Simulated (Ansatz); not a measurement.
C$_{2}$H$_{3}$NO$_{2}$ (`N=C1OCO1`). Charge 0, multiplicity 1. The structure was optimised at the PBE0-D4/def2-TZVP level. It is one conformer, not always the lowest.

```xyz
8

N    -0.929    1.661    0.543
C    -0.375    0.616    0.178
O    -0.762   -0.276   -0.777
C     0.408   -1.017   -0.453
O     0.769   -0.056    0.534
H    -0.417    2.134    1.279
H     1.122   -1.064   -1.278
H     0.184   -1.997   -0.027
```

Question: What is the dipole moment at ωB97M-V/def2-TZVPP? (An estimate is asked.)

Answer: Ansatz gave: 3.08 D, with components (2.20, -2.15, 0.05) D in this frame, pointing from negative to positive charge.

Question: And with PBE, r2SCAN, B3LYP? (An estimate is asked.)

Answer: Ansatz gave: PBE 2.95 D, r2SCAN 3.05 D, B3LYP 3.06 D.

Question: Give the Mulliken charges with ωB97M-V, PBE, r2SCAN in def2-TZVPP. (Estimate.)

Answer: The calculation gave: 
| atom | ωB97M-V | PBE | r2SCAN |
| --- | --- | --- | --- |
| N1 | -0.26 | -0.23 | -0.32 |
| C2 | 0.32 | 0.18 | 0.35 |
| O3 | -0.28 | -0.23 | -0.30 |
| C4 | 0.14 | 0.15 | 0.28 |
| O5 | -0.30 | -0.24 | -0.31 |
| H6 | 0.13 | 0.17 | 0.17 |
| H7 | 0.12 | 0.10 | 0.07 |
| H8 | 0.12 | 0.10 | 0.07 |

B3LYP here is the variant with VWN-RPA as its local correlation; programs differ in this.
